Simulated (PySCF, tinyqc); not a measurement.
Inside a calculation. Method: RKS/BLYP in the sto-6g basis, for BH, spin multiplicity 1. The lowest restricted solution is unstable here: a spin-polarised one lies 0.0002 hartree lower (PySCF). One step of it, computed by the program tinyqc.

Task: Iteration 1: building the Kohn-Sham matrix. J_ij = sum D_kl (ij|kl); F = H + J + V_xc; E = tr D H + tr D J / 2 + E_xc + E_nn.

D at the start:
```
            1B 1s      1B 2s    1B 2px    1B 2py     1B 2pz      2H 1s
1B 1s    1.982345  -0.010486  0.000000  0.000000  -0.164809  -0.136373
1B 2s   -0.010486   0.320561  0.000000  0.000000   0.497946   0.329191
1B 2px   0.000000   0.000000  0.200548  0.600730   0.000000   0.000000
1B 2py   0.000000   0.000000  0.600730  1.799452   0.000000   0.000000
1B 2pz  -0.164809   0.497946  0.000000  0.000000   0.784619   0.520764
2H 1s   -0.136373   0.329191  0.000000  0.000000   0.520764   0.346013
```

core Hamiltonian H = T + V (hartree):
```
             1B 1s      1B 2s     1B 2px     1B 2py     1B 2pz      2H 1s
1B 1s   -12.788099  -3.169092   0.000000   0.000000  -0.011665  -0.377486
1B 2s    -3.169092  -3.716254   0.000000   0.000000  -0.108240  -1.020976
1B 2px    0.000000   0.000000  -2.941797   0.000000   0.000000   0.000000
1B 2py    0.000000   0.000000   0.000000  -2.941797   0.000000   0.000000
1B 2pz   -0.011665  -0.108240   0.000000   0.000000  -3.013063  -1.039134
2H 1s    -0.377486  -1.020976   0.000000   0.000000  -1.039134  -2.183337
```

Two-electron integrals (ij|kl) in chemists' order, unique and non-zero (hartree):
```
(11|11) 2.924993   (21|11) 0.480756   (21|21) 0.099484   (22|11) 0.743449
(22|21) 0.188967   (22|22) 0.544922   (31|31) 0.021096   (32|31) 0.030854
(32|32) 0.120443   (33|11) 0.743450   (33|21) 0.188967   (33|22) 0.544922
(33|33) 0.587109   (41|41) 0.021096   (42|41) 0.030854   (42|42) 0.120443
(43|43) 0.031641   (44|11) 0.743450   (44|21) 0.188967   (44|22) 0.544922
(44|33) 0.523827   (44|44) 0.587109   (51|51) 0.021096   (52|51) 0.030854
(52|52) 0.120443   (53|53) 0.031641   (54|54) 0.031641   (55|11) 0.743450
(55|21) 0.188967   (55|22) 0.544922   (55|33) 0.523827   (55|44) 0.523827
(55|55) 0.587109   (61|11) 0.058389   (61|21) 0.011724   (61|22) 0.022149
(61|33) 0.022031   (61|44) 0.022031   (61|51) 0.000923   (61|52) 0.001782
(61|55) 0.022387   (61|61) 0.001434   (62|11) 0.165309   (62|21) 0.042895
(62|22) 0.139309   (62|33) 0.135146   (62|44) 0.135146   (62|51) 0.004979
(62|52) 0.031240   (62|55) 0.147637   (62|61) 0.005397   (62|62) 0.053470
(63|31) 0.004094   (63|32) 0.019506   (63|53) 0.005578   (63|63) 0.005227
(64|41) 0.004094   (64|42) 0.019506   (64|54) 0.005578   (64|64) 0.005227
(65|11) 0.166875   (65|21) 0.043841   (65|22) 0.149526   (65|33) 0.141896
(65|44) 0.141896   (65|51) 0.008343   (65|52) 0.049480   (65|55) 0.164786
(65|61) 0.005752   (65|62) 0.066752   (65|65) 0.086878   (66|11) 0.342321
(66|21) 0.090550   (66|22) 0.332743   (66|33) 0.314692   (66|44) 0.314692
(66|51) 0.011240   (66|52) 0.096237   (66|55) 0.368843   (66|61) 0.011559
(66|62) 0.173071   (66|65) 0.233077   (66|66) 0.774999
```

nuclear repulsion = 1.71810783 hartree

V_xc (hartree):
```
            1B 1s      1B 2s     1B 2px     1B 2py     1B 2pz      2H 1s
1B 1s   -1.904676  -0.264426   0.000000   0.000000  -0.006092  -0.033822
1B 2s   -0.264426  -0.435142   0.000000   0.000000  -0.055605  -0.128760
1B 2px   0.000000   0.000000  -0.392929  -0.031818   0.000000   0.000000
1B 2py   0.000000   0.000000  -0.031818  -0.474958   0.000000   0.000000
1B 2pz  -0.006092  -0.055605   0.000000   0.000000  -0.437552  -0.150036
2H 1s   -0.033822  -0.128760   0.000000   0.000000  -0.150036  -0.397662
```

E_xc = sum of w rho eps_xc = -4.42169135 hartree

Give: Coulomb J; Kohn-Sham matrix F; total energy of this density.

Result:

Coulomb J (hartree):
```
         1B 1s   1B 2s  1B 2px  1B 2py  1B 2pz   2H 1s
1B 1s   8.4820  1.6398  0.0000  0.0000  0.0394  0.1989
1B 2s   1.6398  3.5184  0.0000  0.0000  0.2147  0.9502
1B 2px  0.0000  0.0000  3.4555  0.0380  0.0000  0.0000
1B 2py  0.0000  0.0000  0.0380  3.5567  0.0000  0.0000
1B 2pz  0.0394  0.2147  0.0000  0.0000  3.5432  1.0509
2H 1s   0.1989  0.9502  0.0000  0.0000  1.0509  2.4160
```

Kohn-Sham matrix F (hartree):
```
          1B 1s    1B 2s  1B 2px  1B 2py   1B 2pz    2H 1s
1B 1s   -6.2108  -1.7938  0.0000  0.0000   0.0216  -0.2125
1B 2s   -1.7938  -0.6330  0.0000  0.0000   0.0508  -0.1995
1B 2px   0.0000   0.0000  0.1208  0.0062   0.0000   0.0000
1B 2py   0.0000   0.0000  0.0062  0.1399   0.0000   0.0000
1B 2pz   0.0216   0.0508  0.0000  0.0000   0.0925  -0.1382
2H 1s   -0.2125  -0.1995  0.0000  0.0000  -0.1382  -0.1650
```

total energy of this density = -24.672889 hartree
